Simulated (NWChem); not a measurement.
Everything below was run with NWChem. System: Al, charge 0, spin multiplicity 2. Its SCF solution wasn't tested for a lower state. Level: UBHandHLYP/def2-TZVPD.

Input file:

```
start mol
memory heap 200 mb stack 900 mb global 1100 mb
geometry units angstroms nocenter noautoz
  Al     0.000000     0.000000     0.000000
  symmetry group D2h
end
basis spherical
  * library def2-tzvpd
end
dft
  xc bhlyp
  odft
  mult 2
  semidirect memsize 60000000 filesize 0
  iterations 100
end
task dft energy
```

NWChem printed:

```
             Northwest Computational Chemistry Package (NWChem) 7.3.0
             --------------------------------------------------------

                                NWChem Input Module
                                -------------------

 Scaling coordinates for geometry "geometry" by  1.889725989
 (inverse scale =  0.529177249)

                             Geometry "geometry" -> ""
                             -------------------------

 Output coordinates in angstroms (scale by  1.889725989 to convert to a.u.)

  No.       Tag          Charge          X              Y              Z
 ---- ---------------- ---------- -------------- -------------- --------------
    1 Al                  13.0000     0.00000000     0.00000000     0.00000000

 Effective nuclear repulsion energy (a.u.)       0.0000000000

            Nuclear Dipole moment (a.u.)
            ----------------------------
        X                 Y               Z
 ---------------- ---------------- ----------------
     0.0000000000     0.0000000000     0.0000000000

      Symmetry information
      --------------------

 Group name             D2h
 Group number             26
 Group order               8
 No. of unique centers     1

      Symmetry unique atoms

     1


 Summary of "ao basis" -> "" (spherical)
 ------------------------------------------------------------------------------
       Tag                 Description            Shells   Functions and Types
 ---------------- ------------------------------  ------  ---------------------
 *                         def2-tzvpd                 on all atoms

                                 NWChem DFT Module
                                 -----------------

 Summary of "ao basis" -> "ao basis" (spherical)
 ------------------------------------------------------------------------------
       Tag                 Description            Shells   Functions and Types
 ---------------- ------------------------------  ------  ---------------------
 Al                        def2-tzvpd               15       43   6s5p3d1f

 Summary of "ao basis" -> "ao basis" (spherical)
 ------------------------------------------------------------------------------
       Tag                 Description            Shells   Functions and Types
 ---------------- ------------------------------  ------  ---------------------
 Al                        def2-tzvpd               15       43   6s5p3d1f

      Symmetry analysis of basis
      --------------------------

        ag         12
        au          1
        b1g         3
        b1u         7
        b2g         3
        b2u         7
        b3g         3
        b3u         7

            General Information
            -------------------
          SCF calculation type: DFT
          Wavefunction type:  spin polarized.
          No. of atoms     :     1
          No. of electrons :    13
           Alpha electrons :     7
            Beta electrons :     6
          Charge           :     0
          Spin multiplicity:     2
          Use of symmetry is: on ; symmetry adaption is: on
          Maximum number of iterations: 100
          AO basis - number of functions:    43
                     number of shells:    15
          Convergence on energy requested:  1.00D-06
          Convergence on density requested:  1.00D-05
          Convergence on gradient requested:  5.00D-04

              XC Information
              --------------
                        BHLYP Method XC Functional
                     Hartree-Fock (Exact) Exchange  0.500
                        Slater Exchange Functional  0.500 local
                    Becke 1988 Exchange Functional  0.500 non-local
              Lee-Yang-Parr Correlation Functional  1.000

             Grid Information
             ----------------
          Grid used for XC integration:  medium
          Radial quadrature: Mura-Knowles
          Angular quadrature: Lebedev.
          Tag              B.-S. Rad. Rad. Pts. Rad. Cut. Ang. Pts.
          ---              ---------- --------- --------- ---------
          Al                  1.25       88           9.0       590
          Grid pruning is: on
          Number of quadrature shells:    88
          Spatial weights used:  Erf1

          Convergence Information
          -----------------------
          Convergence aids based upon iterative change in
          total energy or number of iterations.
          Levelshifting, if invoked, occurs when the
          HOMO/LUMO gap drops below (HL_TOL):  1.00D-02
          DIIS, if invoked, will attempt to extrapolate
          using up to (NFOCK): 10 stored Fock matrices.

                    Damping( 0%)  Levelshifting(0.5)       DIIS
                  --------------- ------------------- ---------------
          dE  on:    start            ASAP                start
          dE off:    2 iters        100 iters           100 iters

      Screening Tolerance Information
      -------------------------------
          Density screening/tol_rho:  1.00D-10
          AO Gaussian exp screening on grid/accAOfunc:  14
          CD Gaussian exp screening on grid/accCDfunc:  20
          XC Gaussian exp screening on grid/accXCfunc:  20
          Schwarz screening/accCoul:  1.00D-08

      Superposition of Atomic Density Guess
      -------------------------------------

 Sum of atomic energies:        -241.87483370

      Non-variational initial energy
      ------------------------------

 Total energy =    -241.763428
 1-e energy   =    -336.645533
 2-e energy   =      94.882104
 HOMO         =      -0.002327
[...]
------------------------------------------------------------
EAF file 0: "./mol.aoints.0" size=524288 bytes
------------------------------------------------------------
               write      read    awrite     aread      wait
               -----      ----    ------     -----      ----
     calls:        1         0         0         0         0
   data(b): 5.24e+05  0.00e+00  0.00e+00  0.00e+00
   time(s): 0.00e+00  0.00e+00  0.00e+00  0.00e+00  0.00e+00
rate(mb/s): 0.00e+00  0.00e+00
------------------------------------------------------------

 !! scf_movecs_sym_adapt:   12 vectors were symmetry contaminated

  Symmetry fudging

 !! scf_movecs_sym_adapt:    8 vectors were symmetry contaminated

 !! scf_movecs_sym_adapt:    6 vectors were symmetry contaminated

  Symmetry fudging

 !! scf_movecs_sym_adapt:    4 vectors were symmetry contaminated

   convergence    iter        energy       DeltaE   RMS-Dens  Diis-err    time
 ---------------- ----- ----------------- --------- --------- ---------  ------
 d= 0,ls=0.0,diis     1   -242.3576754358 -2.42D+02  6.01D-03  3.04D-02     0.2
                                                     3.51D-03  2.53D-02

 !! scf_movecs_sym_adapt:    4 vectors were symmetry contaminated

  Symmetry fudging

 !! scf_movecs_sym_adapt:    2 vectors were symmetry contaminated

  Symmetry fudging
 d= 0,ls=0.0,diis     2   -242.3685285980 -1.09D-02  1.26D-03  4.98D-04     0.2
                                                     1.02D-03  4.47D-04

 !! scf_movecs_sym_adapt:    4 vectors were symmetry contaminated

  Symmetry fudging
 d= 0,ls=0.0,diis     3   -242.3691208294 -5.92D-04  3.21D-04  1.02D-04     0.3
                                                     1.94D-04  6.19D-05

 !! scf_movecs_sym_adapt:    2 vectors were symmetry contaminated

  Symmetry fudging
 d= 0,ls=0.0,diis     4   -242.3691873510 -6.65D-05  2.22D-04  7.81D-06     0.3
                                                     1.78D-04  7.08D-06

 !! scf_movecs_sym_adapt:    2 vectors were symmetry contaminated

  Symmetry fudging

 !! scf_movecs_sym_adapt:    2 vectors were symmetry contaminated

 d= 0,ls=0.0,diis     5   -242.3692023788 -1.50D-05  1.63D-05  8.47D-08     0.3
                                                     2.57D-05  1.30D-07

 !! scf_movecs_sym_adapt:    6 vectors were symmetry contaminated

  Symmetry fudging

 !! scf_movecs_sym_adapt:    8 vectors were symmetry contaminated

  Symmetry fudging
 d= 0,ls=0.0,diis     6   -242.3692025070 -1.28D-07  3.64D-06  1.04D-09     0.3
                                                     2.33D-06  3.91D-10

         Total DFT energy =     -242.369202506966
      One electron energy =     -336.780338191728
           Coulomb energy =      112.989668643071
    Exchange-Corr. energy =      -18.578532958309
 Nuclear repulsion energy =        0.000000000000

 Numeric. integr. density =       12.999999999975

     Total iterative time =      0.2s

                  Occupations of the irreducible representations
                  ----------------------------------------------

                     irrep           alpha         beta
                     --------     --------     --------
                     ag                3.0          3.0
                     au                0.0          0.0
                     b1g               0.0          0.0
                     b1u               1.0          1.0
                     b2g               0.0          0.0
                     b2u               1.0          1.0
                     b3g               0.0          0.0
                     b3u               2.0          1.0

                    DFT Final Alpha Molecular Orbital Analysis
                    ------------------------------------------

 Vector    5  Occ=1.000000D+00  E=-2.903631D+00  Symmetry=b2u
              MO Center=  1.6D-34,  2.0D-22,  1.1D-35, r^2= 1.3D-01
   Bfn.  Coefficient  Atom+Function         Bfn.  Coefficient  Atom+Function
  ----- ------------  ---------------      ----- ------------  ---------------
     8      0.550811  1 Al py                11      0.400717  1 Al py
    14      0.205125  1 Al py

 Vector    6  Occ=1.000000D+00  E=-3.629518D-01  Symmetry=ag
              MO Center=  8.0D-19,  4.2D-21,  3.9D-20, r^2= 2.1D+00
   Bfn.  Coefficient  Atom+Function         Bfn.  Coefficient  Atom+Function
  ----- ------------  ---------------      ----- ------------  ---------------
     4      0.722908  1 Al s                  5      0.418045  1 Al s
     3     -0.367297  1 Al s                  2      0.096187  1 Al s
     1      0.064624  1 Al s                 31      0.025286  1 Al d  2

 Vector    7  Occ=1.000000D+00  E=-1.635619D-01  Symmetry=b3u
              MO Center= -8.0D-19,  3.2D-33,  2.0D-33, r^2= 3.7D+00
   Bfn.  Coefficient  Atom+Function         Bfn.  Coefficient  Atom+Function
  ----- ------------  ---------------      ----- ------------  ---------------
    19      0.608502  1 Al px                16      0.497736  1 Al px
     7     -0.110749  1 Al px                10     -0.096260  1 Al px

 Vector    8  Occ=0.000000D+00  E=-3.858246D-02  Symmetry=b2u
              MO Center=  3.2D-33, -1.2D-20,  3.9D-34, r^2= 4.3D+00
   Bfn.  Coefficient  Atom+Function         Bfn.  Coefficient  Atom+Function
  ----- ------------  ---------------      ----- ------------  ---------------
    20      0.716551  1 Al py                17      0.376704  1 Al py
     8     -0.097392  1 Al py                11     -0.087563  1 Al py

 Vector    9  Occ=0.000000D+00  E=-3.858246D-02  Symmetry=b1u
              MO Center= -7.1D-34,  2.3D-33, -1.3D-20, r^2= 4.3D+00
   Bfn.  Coefficient  Atom+Function         Bfn.  Coefficient  Atom+Function
  ----- ------------  ---------------      ----- ------------  ---------------
    21      0.716551  1 Al pz                18      0.376704  1 Al pz
     9     -0.097392  1 Al pz                12     -0.087563  1 Al pz

 Vector   10  Occ=0.000000D+00  E= 3.209696D-02  Symmetry=ag
              MO Center=  2.1D-15,  2.8D-16, -1.5D-18, r^2= 1.4D+01
   Bfn.  Coefficient  Atom+Function         Bfn.  Coefficient  Atom+Function
  ----- ------------  ---------------      ----- ------------  ---------------
     6      2.216211  1 Al s                  5     -1.709823  1 Al s
     3      0.120046  1 Al s                  4     -0.114177  1 Al s
     2     -0.037022  1 Al s

                     DFT Final Beta Molecular Orbital Analysis
                     -----------------------------------------

 Vector    4  Occ=1.000000D+00  E=-2.902237D+00  Symmetry=b2u
              MO Center= -1.3D-35,  2.5D-19,  3.2D-35, r^2= 1.3D-01
   Bfn.  Coefficient  Atom+Function         Bfn.  Coefficient  Atom+Function
  ----- ------------  ---------------      ----- ------------  ---------------
     8      0.550599  1 Al py                11      0.400574  1 Al py
    14      0.205624  1 Al py

 Vector    5  Occ=1.000000D+00  E=-2.892577D+00  Symmetry=b3u
              MO Center= -9.6D-19, -4.7D-20, -3.6D-20, r^2= 1.3D-01
   Bfn.  Coefficient  Atom+Function         Bfn.  Coefficient  Atom+Function
  ----- ------------  ---------------      ----- ------------  ---------------
     7      0.551141  1 Al px                10      0.401256  1 Al px
    13      0.204304  1 Al px

 Vector    6  Occ=1.000000D+00  E=-3.286916D-01  Symmetry=ag
              MO Center=  9.2D-21, -1.1D-35, -3.6D-34, r^2= 2.1D+00
   Bfn.  Coefficient  Atom+Function         Bfn.  Coefficient  Atom+Function
  ----- ------------  ---------------      ----- ------------  ---------------
     4      0.731903  1 Al s                  5      0.395394  1 Al s
     3     -0.366364  1 Al s                  2      0.098103  1 Al s
     1      0.064603  1 Al s

 Vector    7  Occ=0.000000D+00  E=-3.519543D-02  Symmetry=b2u
              MO Center=  1.3D-33, -1.5D-22, -2.4D-33, r^2= 4.3D+00
   Bfn.  Coefficient  Atom+Function         Bfn.  Coefficient  Atom+Function
  ----- ------------  ---------------      ----- ------------  ---------------
    20      0.727605  1 Al py                17      0.362581  1 Al py
     8     -0.096320  1 Al py                11     -0.087952  1 Al py

 Vector    8  Occ=0.000000D+00  E=-3.519543D-02  Symmetry=b1u
              MO Center=  1.0D-30,  1.3D-32, -1.8D-22, r^2= 4.3D+00
   Bfn.  Coefficient  Atom+Function         Bfn.  Coefficient  Atom+Function
  ----- ------------  ---------------      ----- ------------  ---------------
    21      0.727605  1 Al pz                18      0.362581  1 Al pz
     9     -0.096320  1 Al pz                12     -0.087952  1 Al pz

 Vector    9  Occ=0.000000D+00  E=-1.085842D-02  Symmetry=b3u
              MO Center= -3.7D-15,  2.3D-15, -7.0D-15, r^2= 4.6D+00
   Bfn.  Coefficient  Atom+Function         Bfn.  Coefficient  Atom+Function
  ----- ------------  ---------------      ----- ------------  ---------------
    19      0.770497  1 Al px                16      0.308974  1 Al px
     7     -0.090932  1 Al px                10     -0.085829  1 Al px

   alpha - beta orbital overlaps
   -----------------------------

   alpha      1      2      3      4      5      6      7      8      9     10
    beta      1      2      5      3      4      6      9      7      8     10
 overlap   1.000  1.000  1.000  1.000  1.000  0.996  0.989  1.000  1.000  0.999

   alpha     11     12     13     14     15     16     17     18     19     20
    beta     13     14     15     11     12     18     16     17     21     22
 overlap   0.998  0.998  0.995  1.000  1.000  0.989  1.000  1.000  0.998  0.998

   alpha     21     22     23     24     25     26     27     28     29     30
    beta     23     19     20     24     27     28     25     26     29     30
 overlap   0.846  1.000  1.000  0.849  1.000  1.000  1.000  1.000  1.000  1.000

   alpha     31     32     33     34     35     36     37     38     39     40
    beta     31     33     32     34     35     36     37     38     39     40
 overlap   1.000  1.000  1.000  1.000  1.000  0.999  1.000  1.000  1.000  1.000

   alpha     41     42     43
    beta     42     41     43
 overlap   1.000  1.000  1.000

     --------------------------
     Expectation value of S2:
     --------------------------
      <S2> =      0.7572 (Exact =     0.7500)

 Task  times  cpu:        0.3s     wall:        0.3s

 Total times  cpu:        0.3s     wall:        0.3s
```
